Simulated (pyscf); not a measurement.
Optimised with ωB97X-D3(BJ)/def2-SVP in PySCF.

Question: Estimate the classical barrier height and the reaction energy of F–GeH₃ + H₂ → GeH₄ + HF at ωB97M-D3(BJ)/def2-TZVP. The step runs on the singlet surface, breaks F–Ge, H–H and forms Ge–H, F–H; take the separated reactants as zero.

Answer: ΔE‡ = 47.1 kcal/mol, ΔE = +8.7 kcal/mol. Zero-point energy shifts the barrier by +2.2 kcal/mol. It is a four-centre exchange, with an imaginary mode of 1235i cm⁻¹. One saddle was located; it need not be the lowest between these sides. Elements up to Kr have no core potential and no relativistic terms here.
